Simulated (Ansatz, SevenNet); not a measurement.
How the equilibrium volume per atom of anatase TiO₂ (metastable phase) moves with the method

No measured value is used here.

```json
[
 {"level (code)": "SevenNet-0 (SevenNet)", "value (Å³/atom)": "11.74"},
 {"level (code)": "PBE (Ansatz)", "value (Å³/atom)": "11.67"},
 {"level (code)": "PBEsol-D3(BJ) (Ansatz)", "value (Å³/atom)": "[?]"}
]
```

### Question
Complete the blanks.

### Answer

- PBEsol-D3(BJ) (Ansatz, a quantum-chemistry and plane-wave program), value (Å³/atom): 11.14

Ansatz's density-functional and Hartree–Fock values are scalar-relativistic unless marked +SOC, with PAW data made under PBE.

Machine-learned potentials (SevenNet-0) are trained on DFT data, which may include these solids.
